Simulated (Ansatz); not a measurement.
Relaxing Na3Sc

These are results of DFT PBE, scalar-relativistic, plane waves, PAW (Ansatz 0.2.0), not measurements. Cutoff 420 eV, Γ-centred k mesh, Gaussian smearing, no spin polarisation in the final step.

Na3Sc was placed on the sites of a reported Cu3Pd cell (P4/mmm, No. 123), with Sc in place of Pd, Na in place of Cu, at a guessed volume.

```
Na Sc
1.0
     4.28494    0.00000    0.00000
     0.00000    4.28494    0.00000
     0.00000    0.00000    4.24090
Na Sc
3 1
Cartesian
  0.0000 2.1425 2.1204
  2.1425 0.0000 2.1204
  2.1425 2.1425 0.0000
  0.0000 0.0000 0.0000
```

Cell and atoms relax at zero pressure; the relaxation can't lower the symmetry of the start. After a coarse first stage the cell is made exact in the group found at 0.06 Å.

Formation energies are uncorrected and refer to the elements' standard structures at the same level.

Q: Which crystal results?

A: It ends in Pm-3m (No. 221). The result has the Cu3Au (L1_2) structure. Conventional cell: a = 5.028 Å. Na has 4 Sc at 3.56 Å and 8 Na at 3.56 Å; around Sc lie 12 Na at 3.56 Å.

```xyz
4
Lattice="5.0284 0.0000 0.0000 0.0000 5.0284 0.0000 0.0000 0.0000 5.0284" Properties=species:S:1:pos:R:3 pbc="T T T"
Na    0.0000    2.5142    2.5142
Na    2.5142    0.0000    2.5142
Na    2.5142    2.5142    0.0000
Sc    0.0000    0.0000    0.0000
```

Q: What are its volume, energy, density and gap?

A: The volume per atom is 31.79 Å³, the density is 1.49 g/cm³ and the energy over the elements is 0.42 eV/atom. The gap on the 10×10×10 mesh is 0 eV (a metal).

The final run used a 10×10×10 mesh on its 4-atom cell and 0.10 eV smearing. The k mesh leaves about 4 meV/atom of noise in metals. Symmetry constrained the relaxation, so the result can be a saddle point.

Cost: 3 runs of about 0.34 core-minutes in all, on Intel Xeon 6975P-C (Granite Rapids) (shared hosts).